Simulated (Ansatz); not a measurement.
## Isomers

Structures of CH₅AlN, doublet, relaxed at PBE0-D4/def2-TZVP (vibrations not checked; lower isomers may exist, and structures with a doubtful reference or unclear bonds are left out). Program: Ansatz 0.2.0. Basis: def2-TZVPP. Cores are frozen in the correlated methods; orbitals are unrestricted. B3LYP uses VWN-RPA correlation.

Problem. Rank them by CCSD(T) energy, lowest first, and give each one's height above the lowest. Links in brackets join atoms within 1.22 times the sum of their covalent radii (1.1 for two metals). (To be estimated.)
A.
CH₅AlN ([CH2]1[NH][AlH2]1)
```
8
angstrom
C -0.6994 0.5666 -0.5385
N -0.0653 0.7806 0.6709
Al 0.8427 -0.7833 0.1858
H -1.7808 0.5210 -0.6148
H -0.1600 0.8738 -1.4337
H -0.7108 0.7372 1.4510
H 2.1201 -0.6179 -0.7281
H 0.4536 -2.0781 1.0074
```
B.
CH₅AlN ([CH2][AlH][NH2])
```
8
angstrom
C -0.7353 0.7968 -0.1413
Al 0.8880 -0.1801 0.1863
N 0.8087 -1.6794 1.1233
H -0.7787 1.7270 -0.7058
H -1.7204 0.4935 0.2106
H 1.6046 -2.2557 1.3437
H 2.3046 0.2903 -0.3428
H -0.0286 -2.0813 1.5124
```
C.
CH₅AlN ([CH3][NH][AlH])
```
8
angstrom
C -0.7267 0.6496 -0.1920
N 0.3850 0.0599 0.5271
Al 0.9637 -1.6169 0.4514
H -1.1976 -0.1048 -0.8268
H -1.4997 1.0361 0.4828
H -0.4101 1.4724 -0.8439
H 0.8453 0.7298 1.1255
H 0.1413 -2.5759 -0.5391
```

Solution. By the calculation: B (0.0 kJ/mol), C (18.9 kJ/mol), A (79.9 kJ/mol). Heights count from the lowest.

Problem. Do PBE-D4, r2SCAN-D4, PBE0-D4, B3LYP-D4, wB97M-V, HF, MP2 give the same order? (Judge from chemistry; the calculation decides.)

Solution. Computed: All do.

No T1 diagnostic of these runs exceeds 0.016. ⟨S²⟩ of the unrestricted Hartree–Fock references: 0.76 to 0.77 (a pure state has 0.75).

For scale, one of the runs: CCSD(T)/def2-TZVPP, 174 basis functions, launched by `ansatz run in.yaml --threads 2 --pin off --events-out ev --progress --plain --max-ram 4352MiB`. The run took 3.5 min on 2 CPU threads of an AMD EPYC 7571 (shared host), with 3.7 GiB of host memory at its peak.
